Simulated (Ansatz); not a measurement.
# C2H3F2N: how energies converge with the basis set

An exercise on one series of results from a longer session: the logs are not shown, and one member is left open.

Method: one geometry, several basis sets; program: Ansatz 0.2.0, Gaussian basis.

Levels to be run: PBE0-D4/def2-SVP; ωB97M-V/def2-SVP; PBE0-D4/def2-QZVPP; ωB97M-V/def2-QZVPP; the functionals' def2-TZVPP values are taken from earlier runs.

### Structure used throughout

An earlier PBE0-D4 in a triple-zeta def2 set relaxation fixed the geometry.

SMILES `NC=C(F)F`, 8 atoms, charge 0, spin multiplicity 1.

Atoms are counted from 1 here; the program's logs count them from 0.

Bond lengths: N1–C2 1.397 Å, N1–H6 1.009 Å, N1–H7 1.010 Å, C2–C3 1.321 Å, C2–H8 1.081 Å, C3–F4 1.319 Å, C3–F5 1.325 Å. Angles: C2–N1–H6 112.9°, C2–N1–H7 113.2°, H6–N1–H7 110.0°, N1–C2–C3 124.9°, N1–C2–H8 117.4°, C3–C2–H8 117.5°, C2–C3–F4 125.0°, C2–C3–F5 124.2°, F4–C3–F5 110.8°.

Set-up of the first run:

Input file in.yaml:

```yaml
crystal:
  periodic: [false, false, false]
  atoms:
    - {symbol: N, position_ang: [-0.469693, 0.742137, 0.960230]}
    - {symbol: C, position_ang: [-0.130121, -0.416135, 0.257177]}
    - {symbol: C, position_ang: [0.289259, -0.444488, -0.994975]}
    - {symbol: F, position_ang: [0.493334, -1.540654, -1.700312]}
    - {symbol: F, position_ang: [0.519220, 0.635833, -1.727323]}
    - {symbol: H, position_ang: [-0.124511, 0.740373, 1.908853]}
    - {symbol: H, position_ang: [-0.186084, 1.590016, 0.491035]}
    - {symbol: H, position_ang: [-0.299203, -1.364083, 0.749515]}
basis:
  gaussian: {orbitals: def2-SVP}
hamiltonian: {xc: pbe0, dispersion: d4}
output: {orbitals: {seedname: orbitals}}
```

The run is started by

```bash
$ ansatz run in.yaml --threads 2 --pin off --events-out ev --progress --plain --max-ram 4352MiB
```

Among the steps run: PBE0-D4 in def2-SVP; ωB97M-V in def2-SVP; PBE0-D4 in def2-QZVPP; ωB97M-V in def2-QZVPP.

One table of the session follows, with a row left open; its other results are not shown here.

It belongs to the step «Functionals by basis». 

```
functional       basis  HOMO (eV)  LUMO (eV)
   PBE0-D4    def2-SVP      -5.95       1.52
   PBE0-D4  def2-TZVPP          ?          ?
   PBE0-D4  def2-QZVPP      -6.22       0.50
   ωB97M-V    def2-SVP      -8.18       3.38
   ωB97M-V  def2-TZVPP      -8.41       2.36
   ωB97M-V  def2-QZVPP      -8.47       1.69
```

Q: Estimate the row for PBE0-D4, def2-TZVPP from the others.

As computed: HOMO (eV): -6.16; LUMO (eV): 0.93. In the column «HOMO (eV)» it lies between PBE0-D4, def2-QZVPP (-6.22) and PBE0-D4, def2-SVP (-5.95).
